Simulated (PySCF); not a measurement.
# CH4S: the cost of one run

The runs use PySCF 2.14.0, with density-fitted response routines of our own; the level of theory stands in each step. All values are computed, except where a source is named. Atoms count from 0, in the outputs and in this text.

**1. Starting geometry**

6 atoms, charge 0, multiplicity 1; geometry from: GFN2-xTB.

Bonds of the start (Å): C0–S1 1.82, C0–H2 1.09, C0–H3 1.09, C0–H4 1.09, S1–H5 1.33.

**2. Relaxing the molecule at PBE0-D3(BJ)/def2-SVP**

What the job is given:

```
{"job": {"xc": "PBE0", "basis": "def2-SVP", "d3": "d3bj", "grid": 1, "kind": "geom"}, "charge": 0, "multiplicity": 1}
C     -0.503994    -0.013068     0.008861
S      1.126184     0.790738    -0.113026
H     -0.590663    -0.521707     0.964166
H     -1.241465     0.780332    -0.057739
H     -0.631445    -0.708778    -0.814903
H      1.844506    -0.325528    -0.008932
```

Command:

```
OMP_NUM_THREADS=1 python probes_run.py task.json out
```

This one command runs all jobs of the session in turn.

**Question.** How long does this first job take on 1 thread of Arm Neoverse V2, shared host, and how much memory does it need?

About 2.2 s, with a peak of 0.28 GiB.
